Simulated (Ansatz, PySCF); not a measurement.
This PySCF input computes a CAM-B3LYP/def2-TZVPD energy:

```python
from pyscf import gto, scf, dft

mol = gto.M(
    atom='''
    O    -0.09788910   -0.14223064    0.59918690
    C     0.11020707    0.04653981   -0.61310884
    H     0.09106748    1.04600479   -1.05194397
    H     0.31173752   -0.84557014   -1.20537534
    H    -0.28093466    0.65817156    1.14247713
    ''',
    basis='def2-tzvpd',
    charge=1,
    spin=0,
    verbose=4,
)

mf = dft.RKS(mol, xc='camb3lyp').density_fit(auxbasis='def2-universal-jkfit')
mf.grids.level = 3
mf.conv_tol = 1e-9
mf.max_cycle = 100
mf.max_memory = 1500
mf.kernel()
if not mf.converged:
    mf = mf.newton()
    mf.kernel(mf.make_rdm1())
mf.analyze()
```

Question: Write an input for the same energy in Ansatz (a program for electronic structure) and say what it gives.

Answer: 
Ansatz 0.2 input:
```yaml
crystal:
  periodic: [false, false, false]
  atoms:
    - {symbol: O, position_ang: [-0.09788910, -0.14223064, 0.59918690]}
    - {symbol: C, position_ang: [0.11020707, 0.04653981, -0.61310884]}
    - {symbol: H, position_ang: [0.09106748, 1.04600479, -1.05194397]}
    - {symbol: H, position_ang: [0.31173752, -0.84557014, -1.20537534]}
    - {symbol: H, position_ang: [-0.28093466, 0.65817156, 1.14247713]}
basis:
  gaussian:
    orbitals: def2-TZVPD
hamiltonian:
  xc: {name: CAM-B3LYP}
total_charge: 1
output: {forces: true}
```
It gives -114.78492 Eh, and PySCF -114.78498 Eh, a difference of 0.06 mEh, from the treatment of integrals and grids.

It need not be the lowest isomer of its formula.
